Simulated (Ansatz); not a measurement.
**C₂H₆S₂: a ladder of functionals and wavefunction methods**

How much do the methods differ for C₂H₆S₂? The plan is to run it at one geometry with functionals of several rungs and with coupled cluster. The yardstick is the atomisation energy at the CCSD(T) limit.

The runs use Ansatz 0.2.0, Gaussian basis; functionals in def2-TZVPP, the program's frozen cores in correlated methods.

The runs, in order: LDA (SPW92), PBE-D4, revPBE-D4, BLYP-D4, r2SCAN-D4, B97M-V, PBE0-D4, B3LYP-D4, r2SCANh-D4, r2SCAN0-D4, HSE06-D4, BHLYP-D4, CAM-B3LYP-D4, LC-ωPBE, ωB97X-V, ωB97M-V, B2PLYP, PBE-QIDH; CCSD(T)/def2-SVP; CCSD(T)/def2-TZVPP; MP2/def2-QZVPP; extrapolation to the limit; RPA on PBE.

## 1. Structure used throughout

All runs share one geometry, relaxed beforehand with PBE0-D4 in a triple-zeta def2 set.

SMILES `CSCS`, 10 atoms, charge 0, spin multiplicity 1.

Atoms are counted from 1 here; the program's logs count them from 0.

Bond lengths: C1–S2 1.794 Å, C1–H5 1.092 Å, C1–H6 1.090 Å, C1–H7 1.091 Å, S2–C3 1.795 Å, C3–S4 1.811 Å, C3–H8 1.090 Å, C3–H9 1.092 Å, S4–H10 1.342 Å. Angles: S2–C1–H5 111.3°, S2–C1–H6 106.9°, S2–C1–H7 110.2°, H5–C1–H6 109.0°, H5–C1–H7 110.1°, H6–C1–H7 109.2°, C1–S2–C3 100.2°, S2–C3–S4 116.8°, S2–C3–H8 106.1°, S2–C3–H9 110.5°, S4–C3–H8 110.3°, S4–C3–H9 105.1°, H8–C3–H9 107.8°, C3–S4–H10 96.2°.

## 2. LDA

This LDA is Slater exchange with PW92 correlation.

in.yaml

```yaml
crystal:
  periodic: [false, false, false]
  atoms:
    - {symbol: C, position_ang: [-1.144090, 0.892004, -0.599604]}
    - {symbol: S, position_ang: [-0.371699, 0.674334, 1.004917]}
    - {symbol: C, position_ang: [0.491650, -0.875982, 0.734008]}
    - {symbol: S, position_ang: [1.789877, -0.878083, -0.529200]}
    - {symbol: H, position_ang: [-1.899269, 0.125534, -0.783023]}
    - {symbol: H, position_ang: [-1.625597, 1.869904, -0.590460]}
    - {symbol: H, position_ang: [-0.389483, 0.870302, -1.387051]}
    - {symbol: H, position_ang: [0.905270, -1.163585, 1.700594]}
    - {symbol: H, position_ang: [-0.208742, -1.655126, 0.424798]}
    - {symbol: H, position_ang: [2.535184, 0.089598, 0.027921]}
basis:
  gaussian: {orbitals: def2-TZVPP}
hamiltonian: {xc: lda}
output: {orbitals: {seedname: orbitals}}
```

The run is started by

```sh
$ ansatz run in.yaml --threads 2 --pin off --events-out ev --progress --plain --max-ram 4352MiB
```

The runs that follow: PBE-D4 (GGA); revPBE-D4 (GGA); BLYP-D4 (GGA); r2SCAN-D4 (meta-GGA); B97M-V (meta-GGA); B3LYP-D4 (hybrid); r2SCANh-D4 (hybrid); r2SCAN0-D4 (hybrid); HSE06-D4 (hybrid); BHLYP-D4 (hybrid); CAM-B3LYP-D4 (range-separated); LC-ωPBE (range-separated); ωB97X-V (range-separated); ωB97M-V (range-separated); B2PLYP (double hybrid); PBE-QIDH (double hybrid); CCSD(T) in def2-SVP; CCSD(T) in def2-TZVPP; MP2 in def2-QZVPP; RPA on PBE orbitals.

**Question.** What will the summary of the whole plan be? Wanted: atomisation energy, CCSD(T)/CBS; farthest beyond LDA; mean size of error, GGA; mean size of error, meta-GGA; mean size of error, hybrid; mean size of error, range-separated; mean size of error, double hybrid; gap, smallest and largest; T1 diagnostic.

The runs gave:

| quantity | value |
| --- | --- |
| atomisation energy, CCSD(T)/CBS | 35.843 eV |
| functionals within 0.179 eV (0.5 %) | revPBE-D4, r2SCAN-D4, B3LYP-D4, r2SCANh-D4, CAM-B3LYP-D4, ωB97X-V, PBE-QIDH |
| farthest beyond LDA | BHLYP-D4 (-1.022 eV) |
| mean size of error, GGA | 0.320 eV |
| mean size of error, meta-GGA | 0.168 eV |
| mean size of error, hybrid | 0.319 eV |
| mean size of error, range-separated | 0.192 eV |
| mean size of error, double hybrid | 0.347 eV |
| gap, smallest and largest | 4.36 eV (LDA (SPW92)), 11.62 eV (LC-ωPBE) |
| T1 diagnostic | 0.0105 |
| triples share of the correlation energy | 4.3 % |

In words: LDA overbinds by 5.308 eV (15 %). PBE-D4 misses by +0.751 eV. Double hybrids carry the basis error of their MP2 part in triple zeta, and no dispersion term here, so their miss is partly the set-up's. Taken by rung, meta-GGA functionals do best (0.168 eV on average) and double hybrid ones worst beyond LDA (0.347 eV). The gap between the best rungs is small, so their order is not settled. Misses under about 0.179 eV are within the doubt on the reference itself, which lacks core-valence correlation, relativity and higher excitations. Hartree-Fock recovers 72 % of the binding; the rest is correlation. CCSD(T) in def2-SVP is off by -2.223 eV, which most functionals beat. Orbital gaps span 4.4 to 11.6 eV; exact exchange widens them.
